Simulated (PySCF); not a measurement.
Si₂⁻: frontier orbitals

PBE0 at R = 2.190 Å; Si aug-cc-pV(D+d)Z; no relativity (PySCF 2.14). State: ²Πu (doublet), unpaired electrons π ↑. Only the outer orbitals are listed.

| spin | orbital | occ. | ε (eV) | main shells (%) |
| --- | --- | --- | --- | --- |
| α | σg | 1 | -9.07 | 90 s, 9 p |
| α | σu | 1 | -4.68 | 88 s, 12 p |
| α | πu | 1 | -1.25 | 96 p |
| α | σg | 1 | -0.66 | 81 p, 18 s |
| α | πu | 1 | -0.59 | 97 p |
| α | πg | 0 | 2.82 | 100 p |
| α | πg | 0 | 3.19 | 99 p |
| β | σg | 1 | -8.38 | 91 s |
| β | σu | 1 | -4.29 | 84 s, 16 p |
| β | σg | 1 | -0.54 | 82 p, 18 s |
| β | πu | 1 | -0.39 | 98 p |
| β | πu | 0 | 1.38 | 99 p |

Question: Which are the highest filled and the lowest empty level, where do they sit, and how wide is the gap?

Answer: Highest filled β πu at -0.39 eV (in %: 98 p); lowest empty β πu at 1.38 eV (in %: 99 p); the gap at PBE0 is 1.77 eV. Both belong to one degenerate shell, split only by its one-sided filling, so this is no excitation gap. An empty level above zero is unbound, and its energy depends on the basis.

```json
{
 "bond order (Mayer)": "2.34",
 "⟨S²⟩": "0.754",
 "polarisability along the bond": "199.7 bohr³",
 "polarisability across the bond": "146.0 bohr³"
}
```

The state is the lowest determinant that a PBE0 search found; another state may lie lower at other levels.
